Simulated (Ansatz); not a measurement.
Basis-set extrapolation for C₅H₁₂S (`CC(C)C(C)S`) (PBE0-D4/def2-TZVP geometry, frozen core, Ansatz 0.2.0). Multiplicity 1, RHF reference.

```tsv
	def2-TZVPP	def2-QZVPP
HF	-593.943000	-593.963634
MP2 correlation	-1.069907	-1.140489
CCSD(T) correlation	-1.188017	not run
```

Energies in hartree. Use E(X) = E(∞) + A·exp(−7.88·√X) for Hartree–Fock and E(X) = E(∞) + B·X^(−2.97) for correlation, with X = 3 and 4, and add CCSD(T) minus MP2 of the smaller set to the MP2 limit.

Question: What is the CCSD(T) energy at the basis-set limit?

Answer: HF limit: -593.963634 + (-0.020634) × 0.13774 = -593.96648. MP2 limit: -1.140489 + (-0.070582) × 0.74074 = -1.19277. Higher-order term: -1.188017 − (-1.069907) = -0.11811. Total: -595.27736 hartree, 3.98 eV below CCSD(T)/def2-TZVPP.
